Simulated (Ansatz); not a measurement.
Cohesive energy (eV/atom) of 40 elemental metals, computed with PBE (Ansatz, an electronic-structure program, plane waves, PAW) and with PBEsol (Ansatz, plane waves, PAW). The set holds measured phases with no doubt noted on the run or the magnetic state but for the caveats below. 4 more of the class have both values but aren't in it, for one of these reasons: built or high-temperature cells, doubts on the run or the magnetic state, unlike cells, values of zero, layered or molecular crystals. Solids without a value at one level (not run, failed, or a magnetic order lost), or held back for tests, aren't counted.

Every twentieth of the way through the set, in order of the shift (worked out from unrounded values):

```tsv
solid	PBE	PBEsol	shift (eV/atom)
bcc K	0.87	0.93	+0.06
bcc Cs	0.71	0.78	+0.07
bcc Li	1.61	1.68	+0.07
fcc Sr	1.61	1.81	+0.20
bcc Ba	1.88	2.12	+0.24
fcc Al	3.43	3.81	+0.38
fcc Pb	2.95	3.35	+0.40
hcp Sc	4.12	4.54	+0.42
α-phase Ga	2.63	3.07	+0.44
hcp Cd	0.75	1.20	+0.45
hcp Zn	1.11	1.58	+0.47
hcp Ti	5.28	5.83	+0.55
fcc Ag	2.53	3.09	+0.56
hcp Hf	6.41	7.06	+0.65
fcc Ni	4.76	5.47	+0.72
bcc Fe	4.91	5.67	+0.76
bcc Mo	6.31	7.12	+0.81
bcc Ta	8.13	8.95	+0.82
fcc Rh	5.73	6.68	+0.95
hcp Ru	6.76	7.77	+1.02
hcp Os	8.41	9.49	+1.08
```

The shift from PBE to PBEsol has a median of +0.47 eV/atom, and eight in ten lie between +0.07 eV/atom and +0.96 eV/atom; PBEsol is the larger in 40 of 40.

Ansatz's runs of these crystals have no spin polarisation, but for bcc Fe, hcp Co, fcc Ni.

Density-functional runs with spin start from parallel moments for bcc Fe, parallel moments for hcp Co, parallel moments for fcc Ni.

Spin–orbit coupling is left out, also for the solids with elements from indium on (bcc Ta, body-centred tetragonal In, hcp Os, bcc Ba, white tin (β-Sn), bcc W, hcp Tl, fcc Ir, hcp Re, bcc Cs and 4 more); its size isn't shown.

Free atoms are spin-polarised, in the lowest state found; at levels without +SOC their spin–orbit coupling is left out. Each level is taken at its own relaxed cell. Caveats: the cell is over a tenth larger than the published one (another phase or state, or a fault of the published cell, is possible) (PBE: hcp Tl). Ansatz's density-functional and Hartree–Fock values are scalar-relativistic unless marked +SOC, with PAW data made under PBE.
